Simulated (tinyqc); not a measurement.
Worked calculation: UHF in the sto-3g basis, for LiH+, spin multiplicity 2. One step of it, computed by the program tinyqc.

Task: Orthogonalisation. S = U s U^T; symmetric (Loewdin) form X = U s^(-1/2) U^T, so that X^T S X = 1.

overlap S, order 1Li 1s, 1Li 2s, 1Li 2px, 1Li 2py, 1Li 2pz, 2H 1s:
```
[[1.000000, 0.241137, 0.000000, 0.000000, 0.000000, 0.092392],
 [0.241137, 1.000000, 0.000000, 0.000000, 0.000000, 0.433957],
 [0.000000, 0.000000, 1.000000, 0.000000, 0.000000, 0.000000],
 [0.000000, 0.000000, 0.000000, 1.000000, 0.000000, 0.000000],
 [0.000000, 0.000000, 0.000000, 0.000000, 1.000000, 0.538181],
 [0.092392, 0.433957, 0.000000, 0.000000, 0.538181, 1.000000]]
```

Give: eigenvalues of S; X.

Result:

eigenvalues of S: [0.3059, 0.7969, 1.0000, 1.0000, 1.1626, 1.7347]

X, order 1Li 1s, 1Li 2s, 1Li 2px, 1Li 2py, 1Li 2pz, 2H 1s:
```
[[1.0230, -0.1247, 0.0000, 0.0000, 0.0006, -0.0066],
 [-0.1247, 1.1350, 0.0000, 0.0000, 0.1391, -0.3234],
 [0.0000, 0.0000, 1.0000, 0.0000, 0.0000, 0.0000],
 [0.0000, 0.0000, 0.0000, 1.0000, 0.0000, 0.0000],
 [0.0006, 0.1391, 0.0000, 0.0000, 1.1724, -0.4014],
 [-0.0066, -0.3234, 0.0000, 0.0000, -0.4014, 1.2847]]
```
